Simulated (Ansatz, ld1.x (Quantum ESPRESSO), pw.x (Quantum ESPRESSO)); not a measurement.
## Ba (Z = 56): one change to the TM potential, in the atom and in the bcc crystal

Ba (Z = 56), norm-conserving Troullier–Martins (Kleinman–Bylander form), made with ld1.x (Quantum ESPRESSO) 7.5 (PBE, scalar-relativistic). Core [Xe], reference 5d0 6s2 6p0. Waves: 6p (bound, empty): rc 4.10 bohr; 5d (bound, empty): rc 3.95 bohr; 6s (bound): rc 3.15 bohr. Local part: the s channel. Core correction: Bessel-smoothed model core inside 3.15 bohr.

Change: core correction none.

Cutoffs, loose and tight: the cutoffs (Ry, on a coarse ladder) from which the occupation-weighted sum of valence levels, in a spherical-Bessel basis at the reference potential, stays within 10 and 1 mRy of its value at 400 Ry. They do not see the model core or the augmentation charge, which bear on the density cutoff. Test errors are all-electron minus pseudo excitation energies from the reference, over the configurations 5d0 6s1 6p0; 5d0 6s1.5 6p0; 5d0 6s1 6p1; 5d0 6s0 6p1; 5d1 6s0 6p0; 5d0 6s0 6p2; 5d0.5 6s1.5 6p0; variants that change the core or the reference have their own tests.

Crystal test: bcc Ba in pw.x 7.5, no spin, 9³ k-points, Fermi–Dirac smearing 0.01 Ry, cutoffs set for each file from its atomic test. The reference is all-electron LAPW (Ansatz 0.2.0) with the same functional, mesh and smearing; V0 and B0 come from Birch–Murnaghan fits to the pressures at five volumes. Errors are pseudo minus all-electron; Δ is the rms difference of the E(V) curves that follow from these fits, minima aligned, over ±6 % about the mean V0. Mesh and smearing are coarse, so the numbers serve the comparison and aren't converged zero-temperature values; the lattice is a test structure that the element need not adopt.

All-electron: a0 = 5.031 Å (V0 = 63.67 Å³/atom), B0 = 8.4 GPa.

Task: Does the change bring the crystal closer to the all-electron result?

Result: The mean pressure error goes from +0.29 to -0.94 GPa, so the change moves the solid further from the all-electron pressures.

```json
{"quantity": "outcome (atom)", "base": "generated", "changed": "generated"}
{"quantity": "cutoff, loose (atom)", "base": "6 Ry", "changed": "6 Ry"}
{"quantity": "cutoff, tight (atom)", "base": "15 Ry", "changed": "15 Ry"}
{"quantity": "bound ghosts (atom)", "base": "none", "changed": "none"}
{"quantity": "largest test error (meV) (atom)", "base": "-38", "changed": "+578"}
{"quantity": "cutoffs in pw.x (Ry)", "base": "50/200", "changed": "35/140"}
{"quantity": "a0 (Å)", "base": "5.080", "changed": "–"}
{"quantity": "a0 error (%)", "base": "+0.98", "changed": "–"}
{"quantity": "B0 error (%)", "base": "+8.7", "changed": "–"}
{"quantity": "Δ (meV/atom)", "base": "3.7", "changed": "–"}
{"quantity": "mean pressure error (GPa)", "base": "+0.29", "changed": "-0.94"}
```

A dash: not determined, or the minimum lies outside the volumes sampled.

Base: This is a poor potential for the solid. The logarithmic derivative shows an extra or strongly shifted pseudo pole above the reference energy (s near 1.24 Ry). Changed file: This is a poor potential for the solid. The logarithmic derivative shows an extra or strongly shifted pseudo pole above the reference energy (s near 1.24 Ry). The atomic cutoffs weigh occupied waves only.
